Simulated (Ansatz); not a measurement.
Z-matrix (Å, degrees):
```
N
N 1 1.1020
```
Charge +1, spin multiplicity 2.

All values below come from Ansatz (a first-principles code) with frozen-core CCSD(T)/cc-pVTZ // PBE0-D4/def2-TZVP. Warnings of the run: other_roots.

| Quantity | Result |
|---|---|
| HF energy | -108.40866 Ha |
| MP2 correlation energy | -0.38731 Ha |

Problem. Estimate the CCSD correlation energy, the (T) correction, the total energy and the T1 diagnostic.

Solution. 
| Item | Result |
|---|---|
| CCSD correlation energy | -0.37452 Ha |
| (T) correction | -0.02331 Ha |
| CCSD(T) total energy | -108.80649 Ha |
| T1 diagnostic | 0.021 |
